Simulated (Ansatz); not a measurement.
Run this with the Python package of Ansatz (0.2.0) and show what comes out.

Script `run_cas.py`:
```python
"""Static correlation in CHO(+): natural occupations of an active space."""

import warnings

import ansatz as az


def main() -> None:
    warnings.simplefilter("ignore", az.DeckWarning)

    geometry = (
        az.Crystal.molecule()
        .atom("C", (-0.0232, 0.0005, 0.0))
        .atom("O", (1.1047, -0.022, 0.0))
        .atom("H", (-1.0814, 0.0215, 0.0))
    )

    model = geometry.calculation()
    model = model.basis(gaussian="def2-SVP").charge(1)
    model = model.correlation(active_electrons=4, active_orbitals=4)
    for method in [None, "sc_nevpt2", "fic_mrcisd_q"]:
        report = (model if method is None else model.correlation(method)).run(threads=1).report
        space = report["configurations"]
        state = space["states"][0]
        print(method or "casscf", f"total {report['free_energy_ev'] / 27.211386246:.6f} Ha, active-space state {state['energy']['hartree']:.6f} Ha, mean field {report['reference_energy_ev'] / 27.211386246:.6f} Ha")
        print("  determinants", state["n_determinants"], " natural occupations", [round(n, 3) for n in space["natural_occupations"]])
    print("effectively unpaired electrons, sum of min(n, 2 - n):", round(sum(min(n, 2 - n) for n in space["natural_occupations"]), 3))


if __name__ == "__main__":
    main()
```

`python run_cas.py` gives:
```text
casscf total -112.961797 Ha, active-space state -112.961797 Ha, mean field -112.869026 Ha
  determinants 36  natural occupations [1.94, 1.94, 0.06, 0.06]
sc_nevpt2 total -113.164240 Ha, active-space state -112.961797 Ha, mean field -112.869026 Ha
  determinants 20  natural occupations [1.94, 1.94, 0.06, 0.06]
fic_mrcisd_q total -113.190803 Ha, active-space state -112.961797 Ha, mean field -112.869026 Ha
  determinants 20  natural occupations [1.94, 1.94, 0.06, 0.06]
effectively unpaired electrons, sum of min(n, 2 - n): 0.242
```

Caveats:
- Total energies depend on the basis set; only differences at equal settings carry meaning.
- The geometry is a force-field or estimated start, not a minimum of this method, and the basis set is short of its limit. The active space starts as a window about the frontier orbitals and is then optimised, not chosen by chemistry.
- Wall time of the script: 1.6 s on 1 thread of Arm Neoverse V1 (shared host), peak memory 0.15 GiB.

(Lines on the test bed's own set-up are left out of the output.)
